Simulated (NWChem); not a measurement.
**Correlation energy of hydrogen fluoride (HF)**

```xyz
2

F      0.0000     0.0000     0.0925
H      0.0000     0.0000    -0.8323
```
Charge 0, spin multiplicity 1.

Everything below was run with NWChem. The geometry was optimised at B3LYP/def2-SVP, a minimum by its harmonic frequencies.

Basis set: def2-QZVP. Each correlation energy counts from its own Hartree-Fock reference.

The correlated methods keep 1 core orbital frozen. No row is a measurement; the coupled-cluster row has its own basis-set and correlation limits.

### Question
One of these methods gave a correlation energy of -297.1 mHa. Which?
A. MP2
B. CR-CCSD[T]
C. SCS-MP2

### Answer
A, MP2. The others give -293.1 (SCS-MP2), -304.4 (CR-CCSD[T]).
